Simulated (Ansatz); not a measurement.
Two shapes of singlet CH₃F.

Shape 1:

```xyz
5

C     0.0000    0.0000   -0.6187
F     0.0000    0.0000    0.7447
H     0.0000   -1.0360   -0.9966
H    -0.8972    0.5180   -0.9966
H     0.8972    0.5180   -0.9966
```

Shape 2:

```xyz
5

C     0.0000    0.0000   -0.5692
F     0.0000    0.0000    0.6851
H     0.0000   -0.9532   -0.9169
H    -0.8255    0.4766   -0.9169
H     0.8255    0.4766   -0.9169
```

Basis set: cc-pVTZ (spherical functions). Frozen core: 2 orbitals. Charge 0, multiplicity 1.

Computed with Ansatz (development build ahead of 0.2.0); each method stands on the lowest determinant of its kind that the runs found.

Question: Which shape is lower in energy, and by how much in each method?

Answer:

| method | E(2) − E(1) (eV) |
| --- | --- |
| RHF | 0.567 |
| RHF-MP2 | 0.714 |

Shape 1 is lower. Caution: no unrestricted run beside it, a lower state can exist.
